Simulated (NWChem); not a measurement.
**Total energies of Li2**

SMILES: [Li][Li]
```xyz
2

Li     0.0000     0.0000     1.3936
Li     0.0000     0.0000    -1.3936
```
Charge 0, spin multiplicity 1.

The numbers come from NWChem runs, not from measurements. The geometry was optimised at PBE0/def2-SVP, a minimum by its harmonic frequencies.

Basis set: 6-31G* (28 functions).

```json
[
 {"method": "RHF", "total energy (Ha)": "-14.86643"},
 {"method": "MP2", "total energy (Ha)": "-14.88593"},
 {"method": "B2PLYP", "total energy (Ha)": "-14.96725"},
 {"method": "PBE", "total energy (Ha)": "-14.95080"},
 {"method": "B3LYP", "total energy (Ha)": "-15.01395"},
 {"method": "BHandHLYP", "total energy (Ha)": "-14.99576"},
 {"method": "CCSD(T)", "total energy (Ha)": "-14.89702"}
]
```

Total energies of different functionals aren't comparable as a measure of quality: only differences taken within one method are. 

The correlated methods freeze no orbitals. B3LYP has NWChem's definition, with VWN1-RPA local correlation. The Pople sets run with spherical d functions. The structure started from a generated list of species. Coupled-cluster values serve here as a point of comparison, not as the truth.
